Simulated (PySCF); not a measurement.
# LiP, r²SCAN: how much the basis matters

PySCF, UKS reference; triplet, unpaired electrons π ↑↑; De to Li + P without counterpoise correction.

```tsv
basis	relativity	functions	Re (Å)	ωe (cm⁻¹)	De (eV)	μ (D)
STO-3G	no relativity	14	2.229	594	2.42	-1.25
def2-SVPD	no relativity	36	2.346	484	1.83	-6.71
jorge-DZP-DKH	spin-free X2C	39	2.373	470	1.70	-6.69
aug-pcseg-1	no relativity	40	2.352	475	1.81	-7.00
def2-TZVP	no relativity	51	2.339	483	1.77	-6.92
x2c-TZVPPall	spin-free X2C	61	2.336	487	1.78	-6.78
```

Task: How does each smaller set differ from the one with most functions, x2c-TZVPPall?

Result: STO-3G: -10.7 pm, +22.0 % in ωe, +0.64 eV in De; def2-SVPD: +1.0 pm, -0.6 % in ωe, +0.05 eV in De; jorge-DZP-DKH: +3.7 pm, -3.5 % in ωe, -0.08 eV in De; aug-pcseg-1: +1.6 pm, -2.5 % in ωe, +0.03 eV in De; def2-TZVP: +0.3 pm, -0.8 % in ωe, -0.01 eV in De. All at r²SCAN; the set with most functions is neither the basis-set limit nor always the best. The rows treat relativity differently, so the differences are not basis effects alone.

A positive dipole means Li(−)P(+). STO-3G is very small, so such numbers show the basis as much as the molecule. The state was picked by a PBE0 search and need not be the measured ground state.
